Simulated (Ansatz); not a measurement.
# CH₂Al (quartet): from Hartree-Fock to the top rungs, def2-TZVPP

An exercise on one series of results from a longer session: the logs are not shown, and one member is left open.

Method: def2-TZVPP, core rule «outside noble gas», up to 6 orbitals frozen; program: Ansatz 0.2.0, Gaussian basis.

The runs, in order: UHF; ROHF; CCSD(T) on UHF.

2 further runs of the same task are left out: 2 set aside as unsound or not needed.

### What is computed

The geometry is a PBE0/def2-TZVP stationary point (not a proven minimum) of the parent state, kept for this charge and spin.

4 atoms, charge 0, spin multiplicity 4.

Atoms are counted from 1 here; the program's logs count them from 0.

Bond lengths: Al1–C2 1.836 Å, Al1–H3 1.585 Å, C2–H4 1.088 Å. Angles: C2–Al1–H3 133.0°, Al1–C2–H4 142.5°.

The first run:

File in.yaml:

```yaml
crystal:
  periodic: [false, false, false]
  atoms:
    - {symbol: Al, position_ang: [0.000000, -0.107766, 0.567543]}
    - {symbol: C, position_ang: [0.000000, 0.196499, -1.243154]}
    - {symbol: H, position_ang: [0.000000, 0.856616, 1.824835]}
    - {symbol: H, position_ang: [0.000000, -0.313339, -2.203862]}
basis:
  gaussian: {orbitals: def2-TZVPP}
magnetization: {spin_polarized: true, initial_magnetization: 3}
hamiltonian: {xc: hf}
output: {orbitals: {seedname: orbitals}}
```

Launch:

```
$ ansatz run in.yaml --threads 1 --pin off --events-out ev --progress --plain --max-ram 4096MiB --backend cpu
```

Among the steps run: UHF; ROHF; CCSD(T) on UHF.

One of the session's tables, all rows but one given; the rest of the session is left out.

It belongs to the step «Misses and costs». 

| method | from UCCSD(T) (meV) |
| --- | --- |
| ROHF | +5546.8 |
| UHF | ? |
| UMP2 | +958.0 |
| UCCSD | +157.9 |
| UCCSD(T) | 0 |

Estimate the missing values for UHF.

**Answer.** from UCCSD(T) (meV): +5354.9. In the column «from UCCSD(T) (meV)» it lies between UMP2 (+958.0) and ROHF (+5546.8).
